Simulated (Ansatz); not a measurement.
# Formulas on structure types

Computed with DFT r2SCAN, scalar-relativistic, plane waves, PAW (Ansatz). Settings: cutoff 500 eV, Γ-centred meshes no coarser than 0.19 Å⁻¹ for metals and 0.3 Å⁻¹ for insulators (2π included), Gaussian smearing.

Each formula was placed on the sites of the named type and relaxed at zero pressure without lowering the symmetry. No run is spin-polarised. The smearing is 0.1 eV for metals and 0.01 to 0.02 eV otherwise. The zero of energy is the elements' standard structures at the same level (F₂ as a molecule); no fitted shifts are applied.

The k mesh leaves about 4 meV/atom of noise in metals. Spin–orbit coupling is left out.

```csv
formula,started on type,final group,a or a / b (Å),c (Å),V (Å³/atom),E over elements (eV/atom),gap on mesh (eV)
NaPt,CoSn,P6/mmm,5.37,4.74,19.8,0.73,0.00
NaPt,FeSi (B20),P2_13,5.21,5.21,17.6,?,0.00
KCdF3,tetragonal perovskite,P4mm,4.39,4.39,16.9,-2.68,3.84
Sr2Rh,cubic Laves (C15),Fd-3m,8.90,8.90,29.4,1.08,0.00
```

(1) E over elements (eV/atom) of NaPt on the FeSi (B20) type?

## Answers

(1) 0.23

Cost: 4 runs of about 8.2 core-minutes in all, on Arm Neoverse V2, Intel Xeon Processor @ 2.70GHz, AMD EPYC 9B45 (Zen 5) (shared hosts).